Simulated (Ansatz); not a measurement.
Reactions of C4H7N, SMILES `C1=NCCC1`.

Isolated molecules relaxed with PBE0-D4/def2-TZVP in Ansatz; ΔE leaves out vibrations. CCSD(T)/CBS is the MP2 limit (def2-TZVPP, def2-QZVPP) plus CCSD(T) − MP2 in def2-TZVPP, frozen cores. This one scheme is used for every species, atoms too. Functionals use def2-TZVPP. B3LYP here is the variant with VWN-RPA as its local correlation; programs differ in this. Open shells (•) are unrestricted, without spin–orbit coupling. Spin–orbit coupling would lower the free atoms: a little for C. One conformer a species, not always the lowest.

```csv
reaction,B3LYP-D4 (kcal/mol),CCSD(T)/CBS(def2) (kcal/mol)
`C1=NCCC1` → `C=CC(=C)N`,7.6,11.4
`C1=NCCC1` → `CC(C)C#N`,-8.1,-8.2
`C1=NCCC1` → `CCCC#N`,-7.6,-7.4
`C1=NCCC1` → `CCC1=NC1`,31.2,32.4
`C1=NCCC1` → 4 C• + 7 H• + N•,1199.7,1195.2
```

Largest T1 diagnostic: 0.012, for `C=CC(=C)N`.
